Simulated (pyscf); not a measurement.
H₃Si–SiH₃ + HF → F–SiH₃ + SiH₄ (four-centre exchange; singlet surface; Si–Si, F–H broken, F–Si, H–Si formed). Single points on ωB97X-D3(BJ)/def2-SVP structures (PySCF, gas phase). Correlated levels are frozen-core, on RHF or UHF. ΔMP2 is the change of the MP2 total energy from the triple- to the quadruple-zeta basis. Rate constants from transition-state theory, CCSD(T)/def2-TZVPP + ΔMP2(QZVPP) energies (ideal gas, 1 atm, RRHO with modes under 100 cm⁻¹ raised to 100, one conformer, R ln 2 for rigid chiral ones; no tunnelling), k in cm³ molecule⁻¹ s⁻¹.

```csv
T (K),1000/T,log10 k
298,3.354,-40.61
600,1.667,-26.32
900,1.111,?
1200,0.833,-18.94
```

Fit an Arrhenius line to the three values, give the activation energy, and predict k at 900 K.

Least squares gives log10 k = -11.88 − 8.58 × 1000/T, so Ea = 8.58 × ln 10 × 1.987 = 39.3 kcal/mol, against an electronic barrier of 38.9. At 900 K the line gives -21.41; the computed value is -21.47 (ΔG‡ = 65.2 kcal/mol), close to the line. At the saddle there is also a short H–Si contact that neither side keeps. One saddle was located; it need not be the lowest between these sides. The CCSD(T) − MP2 part came from Ansatz, without density fitting, on the same reference.
